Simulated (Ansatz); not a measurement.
```yaml
crystal:
  periodic: [false, false, false]
  atoms:
    - {symbol: N, position_ang: [-2.320985, -1.068563, -0.008957]}
    - {symbol: Ga, position_ang: [-0.633663, -0.512401, -0.006026]}
    - {symbol: P, position_ang: [1.676215, 0.112722, -0.004765]}
    - {symbol: H, position_ang: [1.278433, 1.468243, 0.019748]}
basis:
  gaussian: {orbitals: def2-TZVP}
hamiltonian: {xc: pbe0}
relax: {f_tol: 0.004, max_steps: 80}
```

```sh
$ ansatz run in.yaml --threads 1 --pin off --events-out ev --progress --plain --max-ram 2176MiB
```

Steps of the relaxation (energy above the last step; positions in Å, forces in eV/Å):

```
4
step 1, 279.7 meV
N    -2.321   -1.069   -0.009    0.433    0.167    0.001
Ga   -0.634   -0.512   -0.006    1.630    0.379    0.000
P     1.676    0.113   -0.005   -1.964   -0.848   -0.006
H     1.278    1.468    0.020   -0.099    0.302    0.005
```

```
4
step 2, 2.9 meV
N    -2.224   -0.979   -0.008    0.259    0.038    0.000
Ga   -0.517   -0.515   -0.007   -0.353   -0.018    0.001
P     1.571    0.065   -0.005    0.153   -0.116   -0.003
H     1.170    1.430    0.020   -0.059    0.095    0.002
```

```
4
step 3, 0.7 meV
N    -2.218   -0.986   -0.008    0.115    0.035    0.000
Ga   -0.523   -0.497   -0.006   -0.108   -0.053   -0.001
P     1.578    0.059   -0.005   -0.019   -0.041   -0.001
H     1.163    1.423    0.019    0.012    0.060    0.001
```

```
4
step 5, 0.0 meV
N    -2.217   -0.989   -0.008   -0.003   -0.003    0.000
Ga   -0.528   -0.499   -0.006    0.003    0.004    0.000
P     1.573    0.059   -0.005   -0.004    0.004    0.000
H     1.173    1.430    0.020    0.004   -0.004    0.000
```

```
4
step 7, 0.0 meV
N    -2.218   -0.992   -0.008    0.000    0.000    0.000
Ga   -0.529   -0.497   -0.006    0.001    0.000    0.000
P     1.571    0.059   -0.005   -0.001    0.000    0.000
H     1.176    1.431    0.020    0.000    0.000    0.000
```

Close pairs at the end: P3–H4 1.428 Å, N1–Ga2 1.759 Å, Ga2–P3 2.173 Å.

A stationary point of restricted PBE0 after 7 steps (its stability towards spin polarisation wasn't tested); no frequencies were run, so it isn't proven a minimum. 31 s on 1 thread of Arm Neoverse V2, shared host.
